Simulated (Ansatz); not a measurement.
## What a trial cell of Be₂C₃ relaxes into

Computed with DFT r2SCAN, scalar-relativistic, plane waves, PAW (Ansatz 0.2.0). Cutoff 500 eV, Γ-centred k mesh, Gaussian smearing, no spin polarisation in the final step.

Be₂C₃ was placed on the A-type sesquioxide structure type (P-3m1, No. 164), with Be in place of La, C in place of O, at a guessed volume.

```yaml
crystal:
  lattice:
    - [3.01788, 0.00000, 0.00000]
    - [-1.50894, 2.61356, 0.00000]
    - [0.00000, 0.00000, 4.69533]
  atoms:
    - { symbol: Be, position: [0.33333, 0.66667, 0.24500] }
    - { symbol: Be, position: [0.66667, 0.33333, 0.75500] }
    - { symbol: C, position: [0.00000, 0.00000, 0.00000] }
    - { symbol: C, position: [0.33333, 0.66667, 0.64500] }
    - { symbol: C, position: [0.66667, 0.33333, 0.35500] }
```

Cell and atoms relax at zero pressure; the relaxation can't lower the symmetry of the start. After a coarse first stage the cell is made exact in the group found at 0.06 Å.

The zero of energy is the elements' standard structures at the same level; no fitted shifts are applied.

**Question.** What does it relax into?

**Answer.** It keeps P-3m1 (No. 164), but not the shape of the type it started on. Conventional cell: a = 2.647 Å, c = 6.024 Å. Be has 3 C at 1.69 Å; C on Wyckoff site a (1 atom of the primitive cell) has 6 Be at 1.69 Å; C on Wyckoff site d (2 atoms of the primitive cell) has 3 C at 1.53 Å.

Space group P-3m1 (No. 164). a = 2.647 Å, b = 2.647 Å, c = 6.024 Å, α = 90.00°, β = 90.00°, γ = 120.00°
```json
{"atom": "Be", "site": "2d", "symmetry": "3m.", "x": "0.3333", "y": "0.6667", "z": "0.1207"}
{"atom": "C", "site": "1a", "symmetry": "-3m.", "x": "0.0000", "y": "0.0000", "z": "0.0000"}
{"atom": "C", "site": "2d", "symmetry": "3m.", "x": "0.3333", "y": "0.6667", "z": "0.4924"}
```

**Question.** What are its volume, energy, density and gap?

**Answer.** The volume per atom is 7.31 Å³, the density is 2.46 g/cm³ and the energy over the elements is 0.38 eV/atom. The gap on the 18×18×6 mesh is 0 eV (a metal).

The final run used a 18×18×6 mesh on its 5-atom cell and 0.10 eV smearing. For metals, differences of a few meV/atom aren't resolved. Symmetry constrained the relaxation, so the result can be a saddle point. The steps took roughly 2.9 core-minutes in all.